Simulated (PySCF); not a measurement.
Several molecules and their computed UV-vis stick spectra, shuffled. Method: PySCF, TDDFT wB97X-D/def2-SVPD, vertical, gas phase, core orbitals frozen in the response. Geometries: PBE0-D3(BJ)/def2-SVP; one conformer of each isolated species. Triplets are in the Tamm–Dancoff approximation.

A. `O=P` (HOP)
B. `[H][Si]([H])([H])N` (H5NSi)
C. `[H][Ti]([H])([H])[H]` (TiH4)

Lowest singlet levels (six at most, fewer where fewer were computed) with oscillator strengths:

1. 2.38 eV (f 0.003); 5.50 eV (f 0.008); 6.36 eV (f 0.009); 6.75 eV (f 0.000); 7.01 eV (f 0.091); 7.51 eV (f 0.171); T1 1.56 eV
2. 3.35 eV (f 0.000 summed over 3 states); 3.69 eV (f 0.003 summed over 3 states); 4.46 eV (f 0.000 summed over 3 states); 4.70 eV (f 0.000 summed over 2 states); 4.77 eV (f 0.000 summed over 2 states) [of 15 roots; the last level is left out, as the window may have cut its degenerate partner]; T1 3.09 eV
3. 6.47 eV (f 0.020); 7.84 eV (f 0.004); 7.91 eV (f 0.034); 8.35 eV (f 0.020); 8.48 eV (f 0.072); 8.65 eV (f 0.043); T1 6.18 eV

Question: Match each spectrum to its molecule.

Answer: 1 = A, 2 = C, 3 = B.
- A: S1 at 2.38 eV, HOMO→LUMO (99%); Löwdin shares by element: HOMO phosphorus 43%, oxygen 39%, hydrogen 19%; LUMO phosphorus 62%, oxygen 31%, hydrogen 8%; HOMO -9.54 and LUMO -1.55 eV; point group Cs, 1 of its 6 listed states under f = 0.0005.
- B: S1 at 6.47 eV, HOMO→LUMO (94%); Löwdin shares by element: HOMO nitrogen 59%, hydrogen 16% or more, silicon 16%; LUMO silicon 43%, hydrogen 22% or more, nitrogen 16% (atoms not listed hold the other 20%); HOMO -9.40 and LUMO 1.90 eV; point group Cs.
- C: S1 at 3.35 eV, HOMO-2/HOMO-1/HOMO→LUMO/LUMO+1 (≥94%); for S1 the Löwdin share of titanium is 52% in HOMO-2 and 90% in LUMO; HOMO -10.86 and LUMO -1.03 eV; point group Td, 10 of its 13 listed states under f = 0.0005.

A slash joins orbitals within 0.01 eV of each other, whose weights are summed (≥ marks a lower bound).
